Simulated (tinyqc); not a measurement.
RKS/BP86 in the sto-6g basis, for H2O, spin multiplicity 1, step by step. One step of it, computed by the program tinyqc.

Question. Iteration 1: building the Kohn-Sham matrix. J_ij = sum D_kl (ij|kl); F = H + J + V_xc; E = tr D H + tr D J / 2 + E_xc + E_nn.

D at the start, lower triangle:
```
            1O 1s      1O 2s    1O 2px     1O 2py     1O 2pz     2H 1s     3H 1s
1O 1s    2.128531
1O 2s   -0.600061   2.781806
1O 2px   0.000000   0.000000  2.000000
1O 2py   0.000000   0.000000  0.000000   2.463079
1O 2pz  -0.049505   0.317530  0.000000   0.000000   2.146630
2H 1s    0.093118  -0.417426  0.000000  -0.431727  -0.225524  0.153314
3H 1s    0.093118  -0.417426  0.000000   0.431727  -0.225524  0.001968  0.153314
```

core Hamiltonian H = T + V (hartree), lower triangle:
```
             1O 1s      1O 2s     1O 2px     1O 2py     1O 2pz      2H 1s      3H 1s
1O 1s   -33.044413
1O 2s    -7.304638  -9.255424
1O 2px    0.000000   0.000000  -7.481384
1O 2py    0.000000   0.000000   0.000000  -7.666847
1O 2pz   -0.017375  -0.192844   0.000000   0.000000  -7.550755
2H 1s    -1.790315  -3.768077   0.000000  -2.202014  -1.403777  -5.082739
3H 1s    -1.790315  -3.768077   0.000000   2.202014  -1.403777  -1.412179  -5.082739
```

Two-electron integrals (ij|kl) in chemists' order, unique and non-zero (hartree):
```
(11|11) 4.787491    (21|11) 0.675884    (21|21) 0.121505    (22|11) 1.117379
(22|21) 0.249212    (22|22) 0.817383    (31|31) 0.025762    (32|31) 0.039145
(32|32) 0.180664    (33|11) 1.117381    (33|21) 0.249212    (33|22) 0.817382
(33|33) 0.880663    (41|41) 0.025762    (42|41) 0.039145    (42|42) 0.180664
(43|43) 0.047461    (44|11) 1.117381    (44|21) 0.249212    (44|22) 0.817382
(44|33) 0.785741    (44|44) 0.880663    (51|51) 0.025762    (52|51) 0.039145
(52|52) 0.180664    (53|53) 0.047461    (54|54) 0.047461    (55|11) 1.117381
(55|21) 0.249212    (55|22) 0.817382    (55|33) 0.785741    (55|44) 0.785741
(55|55) 0.880663    (61|11) 0.175706    (61|21) 0.030261    (61|22) 0.060661
(61|33) 0.060529    (61|41) 0.001258    (61|42) 0.002452    (61|44) 0.060817
(61|51) 0.000770    (61|52) 0.001499    (61|54) 0.000176    (61|55) 0.060637
(61|61) 0.007682    (62|11) 0.408160    (62|21) 0.092214    (62|22) 0.332532
(62|33) 0.327154    (62|41) 0.006261    (62|42) 0.045250    (62|44) 0.338895
(62|51) 0.003829    (62|52) 0.027675    (62|54) 0.007181    (62|55) 0.331546
(62|61) 0.023060    (62|62) 0.165003    (63|31) 0.010487    (63|32) 0.058211
(63|43) 0.009438    (63|53) 0.005772    (63|63) 0.023974    (64|11) 0.243664
(64|21) 0.055855    (64|22) 0.214847    (64|33) 0.205039    (64|41) 0.013864
(64|42) 0.086181    (64|44) 0.231592    (64|51) 0.002065    (64|52) 0.017107
(64|54) 0.010467    (64|55) 0.207911    (64|61) 0.014643    (64|62) 0.129663
(64|64) 0.124908    (65|11) 0.149023    (65|21) 0.034161    (65|22) 0.131399
(65|33) 0.125400    (65|41) 0.002065    (65|42) 0.017107    (65|44) 0.130095
(65|51) 0.011750    (65|52) 0.068673    (65|54) 0.012310    (65|55) 0.138701
(65|61) 0.008956    (65|62) 0.079301    (65|64) 0.061730    (65|65) 0.061728
(66|11) 0.535007    (66|21) 0.123103    (66|22) 0.505525    (66|33) 0.485094
(66|41) 0.011349    (66|42) 0.110253    (66|44) 0.529701    (66|51) 0.006941
(66|52) 0.067430    (66|54) 0.027281    (66|55) 0.501779    (66|61) 0.031147
(66|62) 0.310496    (66|64) 0.278998    (66|65) 0.170632    (66|66) 0.774999
(71|11) 0.175706    (71|21) 0.030261    (71|22) 0.060661    (71|33) 0.060529
(71|41) -0.001258   (71|42) -0.002452   (71|44) 0.060817    (71|51) 0.000770
(71|52) 0.001499    (71|54) -0.000176   (71|55) 0.060637    (71|61) 0.007550
(71|62) 0.022179    (71|64) 0.012775    (71|65) 0.008608    (71|66) 0.029455
(71|71) 0.007682    (72|11) 0.408160    (72|21) 0.092214    (72|22) 0.332532
(72|33) 0.327154    (72|41) -0.006261   (72|42) -0.045250   (72|44) 0.338895
(72|51) 0.003829    (72|52) 0.027675    (72|54) -0.007181   (72|55) 0.331546
(72|61) 0.022179    (72|62) 0.131895    (72|64) 0.071501    (72|65) 0.061447
(72|66) 0.202094    (72|71) 0.023060    (72|72) 0.165003    (73|31) 0.010487
(73|32) 0.058211    (73|43) -0.009438   (73|53) 0.005772    (73|63) 0.018489
(73|73) 0.023974    (74|11) -0.243664   (74|21) -0.055855   (74|22) -0.214847
(74|33) -0.205039   (74|41) 0.013864    (74|42) 0.086181    (74|44) -0.231592
(74|51) -0.002065   (74|52) -0.017107   (74|54) 0.010467    (74|55) -0.207911
(74|61) -0.012775   (74|62) -0.071501   (74|64) -0.020772   (74|65) -0.032552
(74|66) -0.097052   (74|71) -0.014643   (74|72) -0.129663   (74|74) 0.124908
(75|11) 0.149023    (75|21) 0.034161    (75|22) 0.131399    (75|33) 0.125400
(75|41) -0.002065   (75|42) -0.017107   (75|44) 0.130095    (75|51) 0.011750
(75|52) 0.068673    (75|54) -0.012310   (75|55) 0.138701    (75|61) 0.008608
(75|62) 0.061447    (75|64) 0.032552    (75|65) 0.046669    (75|66) 0.103051
(75|71) 0.008956    (75|72) 0.079301    (75|74) -0.061730   (75|75) 0.061728
(76|11) 0.142475    (76|21) 0.032432    (76|22) 0.124766    (76|33) 0.122351
(76|44) 0.125203    (76|51) 0.002220    (76|52) 0.018347    (76|55) 0.126743
(76|61) 0.007992    (76|62) 0.059364    (76|64) 0.040285    (76|65) 0.032094
(76|66) 0.111099    (76|71) 0.007992    (76|72) 0.059364    (76|74) -0.040285
(76|75) 0.032094    (76|76) 0.025479    (77|11) 0.535007    (77|21) 0.123103
(77|22) 0.505525    (77|33) 0.485094    (77|41) -0.011349   (77|42) -0.110253
(77|44) 0.529701    (77|51) 0.006941    (77|52) 0.067430    (77|54) -0.027281
(77|55) 0.501779    (77|61) 0.029455    (77|62) 0.202094    (77|64) 0.097052
(77|65) 0.103051    (77|66) 0.321977    (77|71) 0.031147    (77|72) 0.310496
(77|74) -0.278998   (77|75) 0.170632    (77|76) 0.111099    (77|77) 0.774999
```

nuclear repulsion = 9.23260651 hartree

V_xc (hartree), lower triangle:
```
            1O 1s      1O 2s     1O 2px     1O 2py     1O 2pz      2H 1s      3H 1s
1O 1s   -3.141165
1O 2s   -0.390706  -0.846966
1O 2px   0.000000   0.000000  -0.850892
1O 2py   0.000000   0.000000   0.000000  -0.839877
1O 2pz  -0.001262  -0.000890   0.000000   0.000000  -0.850032
2H 1s   -0.105177  -0.295456   0.000000  -0.166776  -0.102304  -0.270599
3H 1s   -0.105177  -0.295456   0.000000   0.166776  -0.102304  -0.093807  -0.270599
```

E_xc = sum of w rho eps_xc = -10.42965641 hartree

Give: Coulomb J; Kohn-Sham matrix F; total energy of this density.

Answer.

Coulomb J (hartree), lower triangle:
```
          1O 1s    1O 2s  1O 2px   1O 2py  1O 2pz   2H 1s   3H 1s
1O 1s   18.8664
1O 2s    3.4012   8.8891
1O 2px   0.0000   0.0000  8.8948
1O 2py   0.0000   0.0000  0.0000   8.8828
1O 2pz   0.0042  -0.0055  0.0000   0.0000  8.8896
2H 1s    0.8511   3.5033  0.0000   2.2134  1.3507  5.0953
3H 1s    0.8511   3.5033  0.0000  -2.2134  1.3507  1.2875  5.0953
```

Kohn-Sham matrix F (hartree), lower triangle:
```
           1O 1s    1O 2s  1O 2px   1O 2py   1O 2pz    2H 1s    3H 1s
1O 1s   -17.3192
1O 2s    -4.2941  -1.2133
1O 2px    0.0000   0.0000  0.5625
1O 2py    0.0000   0.0000  0.0000   0.3761
1O 2pz   -0.0145  -0.1993  0.0000   0.0000   0.4888
2H 1s    -1.0444  -0.5602  0.0000  -0.1554  -0.1554  -0.2581
3H 1s    -1.0444  -0.5602  0.0000   0.1554  -0.1554  -0.2185  -0.2581
```

total energy of this density = -74.287502 hartree
